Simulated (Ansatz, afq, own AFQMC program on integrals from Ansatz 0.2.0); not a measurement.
**BGe⁺, quintet in cc-pVDZ, levels against full CI**

```xyz
2

Ge    0.0000    0.0000    0.0000
B     0.0000    0.0000    1.9774
```

Basis cc-pVDZ. Only valence electrons are correlated. AFQMC by an in-house program on the Cholesky factors that Ansatz 0.2.0 writes for its CCSD(T) run. ph-AFQMC/CISD is guided by a CISD state made of CCSD amplitudes; releasing the constraint for a short imaginary time cuts its bias at the price of noise, slowly where states lie close. Uncertainties: one standard error, sampling alone. No spin–orbit coupling.

Determinant: UHF, the one that the program's search chose, which needn't be the lowest solution. The geometry is a PBE0/def2-TZVP stationary point of this or a neighbouring charge and spin state.

Full CI on the same integrals is exact in this basis and with this determinant's frozen core.

Cautions: no relativity below Rb; no spin-orbit coupling; inner d shell frozen; lower spins were not checked; the released energies are still falling, so no released level is given (meV from the phaseless value at times in 1/Eh: -12 ± 4 at 0.24, -14 ± 3 at 0.51, -17.2 ± 2.1 at 0.99, -18.7 ± 2.4 at 1.62, -17 ± 8 at 2.40); the ph-AFQMC/CISD walk drifts between its halves (2.7 errors).

* T1 diagnostic: 0.0271
* weight of the determinant in the CISD state: 0.906
* ⟨S²⟩ of the determinant: 6.004
* size of the correlated space: 6 electrons in 26 orbitals

```tsv
level	correlation energy (eV)
MP2	-2.1505
CCSD	-2.6702
CCSD(T)	-2.8077
```

(1) Estimate where phaseless AFQMC with the Hartree–Fock trial lies against CCSD(T) on the same integrals.

(1) 12.0 ± 1.9 kJ/mol above CCSD(T).

Reference: full CI, correlation energy -2.856 eV.

```tsv
level	E − E(reference) (kJ/mol)	share of correlation (%)
CCSD(T)	4.6	98.32
CCSDT	1.2	99.56
CCSDT(Q)	0.3	99.91
CCSDTQ	0.1	99.98
ph-AFQMC/HF	16.7 ± 1.9	93.95
ph-AFQMC/CISD	3.1 ± 0.3	98.87
```

CCSDT and higher add their correlation energy to the determinant of the CCSD(T) run, since their own runs factorise the integrals more tightly (a shift of under 2 meV). A walk keeps the symmetry of its determinant, which the program's search chose and which needn't be the lowest solution, so a lower state of the same spin and another symmetry isn't excluded.
